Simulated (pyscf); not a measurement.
Single points on ωB97X-D3(BJ)/def2-SVP structures (PySCF, gas phase).

Problem. `[F][WH]([F])([F])([F])[F]` + `[ClH]` → `[F][W]([F])([F])([F])([F])[Cl]` + `[H][H]`
Surface: singlet. Broken: H–W, Cl–H. Formed: Cl–W, H–H. Give ΔE‡ and ΔE from ωB97M-D3(BJ)/def2-TZVP, relative to the separated reactants.

Solution. ΔE‡ = 12.7 kcal/mol, ΔE = -25.5 kcal/mol. Zero-point energy shifts the barrier by +0.3 kcal/mol. It is a four-centre exchange, with an imaginary mode of 584i cm⁻¹. This is the saddle that the search found; another between the same sides may lie lower. Elements past Kr carry the def2 core potentials, without spin-orbit coupling.
